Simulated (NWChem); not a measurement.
## Run times for BH3O2 (SMILES OBO)

BH3O2 has 6 atoms, charge 0, and is taken as a singlet. SMILES: `OBO`. The coordinates come from a PBE0-D4/def2-TZVP relaxation. This is one conformer, not always the lowest.

| atom | x (Å) | y (Å) | z (Å) |
| --- | --- | --- | --- |
| O | -1.1762 | -0.5245 | -0.2518 |
| B | 0.0495 | 0.0281 | -0.0729 |
| O | 0.5806 | -0.0538 | 1.1725 |
| H | -1.4947 | -0.4335 | -1.1506 |
| H | 0.6378 | 0.5656 | -0.9761 |
| H | 1.4452 | 0.3541 | 1.2328 |

Program: NWChem 7.3.0. Hardware: 1 thread of Intel Xeon 6975P-C (Granite Rapids), shared host, so times are rough. Two-electron integrals are exact unless an approximation is named.

(1) Estimate their order by wall time, quickest first.
A. energy of the doublet cation at USVWN5/def2-TZVP, grid fine
B. gradient at HF/STO-3G
C. energy of the doublet cation at UHF/STO-3G
D. gradient at B3LYP/6-31G* (spherical functions), grid xfine
E. energy of the doublet cation at UMP2/def2-TZVP, 3 core orbitals frozen

Results:

(1) B (1.2 s), C (2.9 s), D (11 s), A (29 s), E (3.6 min).
